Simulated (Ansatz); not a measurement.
Input file:

```yaml
crystal:
  periodic: [false, false, false]
  atoms:
    - {symbol: B, position_ang: [0.000000, 0.000000, 1.831000]}
    - {symbol: Ge, position_ang: [0.000000, 0.000000, -0.074500]}
    - {symbol: N, position_ang: [0.000000, 0.000000, -1.756500]}
basis:
  gaussian: {orbitals: cc-pVTZ}
magnetization: {spin_polarized: true, initial_magnetization: 0}
correlation: {method: ccsdt_q, electrons: outside_noble_gas}
```

```sh
$ ansatz run in.yaml --threads 2 --pin off --events-out ev --progress --plain --max-ram 24576MiB --backend cuda --devices 0, --max-vram 18GiB
```

The program prints:

```
1197 factors; integrals over basis functions are off by at most 1.5e-7 eV
mean field evaluation 1: about -58609.4956 eV, gradient 4.2e1 eV
mean field evaluation 2: about -58609.5019 eV, gradient 4.2e1 eV
mean field evaluation 4: about -58619.6989 eV, gradient 7.2e0 eV
mean field evaluation 8: about -58620.2680 eV, gradient 8.0e-2 eV
mean field evaluation 16: about -58620.2687 eV, gradient 5.3e-5 eV
mean field evaluation 32: about -58622.0650 eV, gradient 3.1e0 eV
mean field evaluation 64: about -58609.4956 eV, gradient 4.2e1 eV
mean field evaluation 96: about -58622.4200 eV, gradient 1.3e-1 eV
mean field evaluation 128: about -58622.2226 eV, gradient 2.7e-1 eV
mean field evaluation 160: about -58620.4423 eV, gradient 8.0e-1 eV
...
cycle  41  -10.31391519 eV  change    1.6e-6 eV  update   1.7e-6
cycle  42  -10.31391409 eV  change    1.1e-6 eV  update   1.1e-6
cycle  43  -10.31391439 eV  change   -3.1e-7 eV  update   8.2e-7
cycle  44  -10.31391513 eV  change   -7.4e-7 eV  update   6.7e-7
cycle  45  -10.31391635 eV  change   -1.2e-6 eV  update   5.1e-7
cycle  46  -10.31391818 eV  change   -1.8e-6 eV  update   3.8e-7
cycle  47  -10.31391947 eV  change   -1.3e-6 eV  update   2.8e-7
cycle  48  -10.31392032 eV  change   -8.5e-7 eV  update   2.0e-7
cycle  49  -10.31392108 eV  change   -7.6e-7 eV  update   1.6e-7
cycle  50  -10.31392146 eV  change   -3.7e-7 eV  update   1.3e-7
perturbative correction -0.22630283 eV, -0.0083164757 hartree
WARN: the results are in doubt because among natural orbitals full CI differs from the method by -0.086 eV
Total energy: -58632.96168845 eV, -2154.7215992016 hartree
In doubt: among natural orbitals full CI differs from the method by -0.086 eV
```

Ran on 2 threads of AMD EPYC 7R13 with a shared H100 80 GB, shared host: 57 s wall, 1.4 GiB peak host memory.
